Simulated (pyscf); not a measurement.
This saddle point was located with ωB97X-D3(BJ)/def2-SVP in PySCF.

```xyz
12

C     -1.3476    -1.1707     0.0205
Sn    -0.0416     1.0866    -0.4665
H     -0.6848    -1.5748    -0.7658
H     -2.3689    -1.1630    -0.4040
H     -1.3322    -1.9280     0.8283
H      0.4636     2.7467    -0.3219
H      1.3888     0.1658    -0.3985
H     -1.0061     1.0432    -1.8704
N     -1.0891     1.0899     1.4705
H     -1.3164    -0.0047     1.0280
H     -1.8883     1.7203     1.5669
H     -0.5167     1.1548     2.3154
```
Charge 0, spin multiplicity 1.

Surface: singlet, charge 0. Lowest wavenumbers (cm⁻¹): 1378i, 77, 204, 238, 258.

**Question.** What reaction is this the transition state of?

**Answer.** `[CH3][SnH3]` + `[NH3]` ⇌ `[CH4]` + `[NH2][SnH3]`, a four-centre exchange read from left to right: C–Sn, H–N broken and C–H, N–Sn formed. At ωB97M-D3(BJ)/def2-TZVP it lies +46.2 kcal/mol from the left side and +49.2 kcal/mol from the right (each side as separated species at their lowest minima found). On the reactant side the descent ends in a complex (not fully relaxed), 4.0 kcal/mol under the separated species and 50.0 kcal/mol under the saddle at ωB97X-D3(BJ)/def2-TZVP. One saddle was located; it need not be the lowest between these sides. Elements past Kr carry the def2 core potentials, without spin-orbit coupling.
